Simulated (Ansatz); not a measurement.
# C2H6N2O: one species, many methods

The task here is to estimate one member of a computed series from the others.

Computed with Ansatz 0.2.0, Gaussian basis. Level: functionals in def2-TZVPP, the program's frozen cores in correlated methods.

The runs, in order: PBE-D4, r2SCAN-D4, PBE0-D4, B3LYP-D4, ωB97X-V, ωB97M-V, B2PLYP; CCSD(T)/def2-TZVPP; MP2/def2-QZVPP; extrapolation to the limit.

### The geometry

An earlier PBE0-D4 in a triple-zeta def2 set relaxation fixed the geometry.

SMILES `CNC(=N)O`, 11 atoms, charge 0, spin multiplicity 1.

Atoms are counted from 1 here; the program's logs count them from 0.

Bond lengths: C1–N2 1.438 Å, C1–H6 1.090 Å, C1–H7 1.096 Å, C1–H8 1.090 Å, N2–C3 1.355 Å, N2–H9 1.004 Å, C3–N4 1.271 Å, C3–O5 1.362 Å, N4–H10 1.014 Å, O5–H11 0.961 Å. Angles: N2–C1–H6 108.9°, N2–C1–H7 112.6°, N2–C1–H8 109.4°, H6–C1–H7 109.2°, H6–C1–H8 109.0°, H7–C1–H8 107.7°, C1–N2–C3 120.5°, C1–N2–H9 118.9°, C3–N2–H9 115.8°, N2–C3–N4 122.5°, N2–C3–O5 109.6°, N4–C3–O5 127.9°, C3–N4–H10 112.6°, C3–O5–H11 108.3°.

Set-up of the first run:

in.yaml reads:

```yaml
crystal:
  periodic: [false, false, false]
  atoms:
    - {symbol: C, position_ang: [-1.188381, 0.563064, 0.908206]}
    - {symbol: N, position_ang: [-0.398489, -0.523299, 0.393330]}
    - {symbol: C, position_ang: [0.589762, -0.289083, -0.503129]}
    - {symbol: N, position_ang: [0.762154, 0.845399, -1.050185]}
    - {symbol: O, position_ang: [1.301806, -1.432178, -0.706742]}
    - {symbol: H, position_ang: [-2.016600, 0.153818, 1.487068]}
    - {symbol: H, position_ang: [-0.606899, 1.242798, 1.540972]}
    - {symbol: H, position_ang: [-1.589033, 1.144801, 0.078292]}
    - {symbol: H, position_ang: [-0.298701, -1.356012, 0.945549]}
    - {symbol: H, position_ang: [1.502266, 0.835368, -1.742661]}
    - {symbol: H, position_ang: [2.007516, -1.241675, -1.330099]}
basis:
  gaussian: {orbitals: def2-TZVPP}
hamiltonian: {xc: pbe, dispersion: d4}
output: {forces: true, orbitals: {seedname: orbitals}}
```

The run is started by

```console
ansatz run in.yaml --threads 4 --pin off --events-out ev --progress --plain --max-ram 10444MiB
```

Among the steps run: PBE-D4 (GGA); r2SCAN-D4 (meta-GGA); PBE0-D4 (hybrid); B3LYP-D4 (hybrid); ωB97X-V (range-separated); ωB97M-V (range-separated); B2PLYP (double hybrid); CCSD(T) in def2-TZVPP; MP2 in def2-QZVPP.

One of the session's tables, all rows but one given; the rest of the session is left out.

It belongs to the step «Atomisation energies». 

| method | atomisation energy (kJ/mol) |
| --- | --- |
| PBE-D4 | 4449.9 |
| r2SCAN-D4 | 4290.3 |
| PBE0-D4 | 4319.3 |
| B3LYP-D4 | 4311.4 |
| ωB97X-V | 4308.9 |
| ωB97M-V | 4314.2 |
| B2PLYP | 4254.3 |
| HF/def2-TZVPP | 2876.4 |
| MP2/def2-TZVPP | 4238.0 |
| CCSD/def2-TZVPP | ? |
| CCSD(T)/def2-TZVPP | 4148.0 |
| MP2/CBS | 4372.0 |
| CCSD(T)/CBS | 4281.9 |

Estimate the missing values for CCSD/def2-TZVPP.

As computed: atomisation energy (kJ/mol): 4067.7. In the column «atomisation energy (kJ/mol)» it lies between HF/def2-TZVPP (2876.4) and CCSD(T)/def2-TZVPP (4148.0).
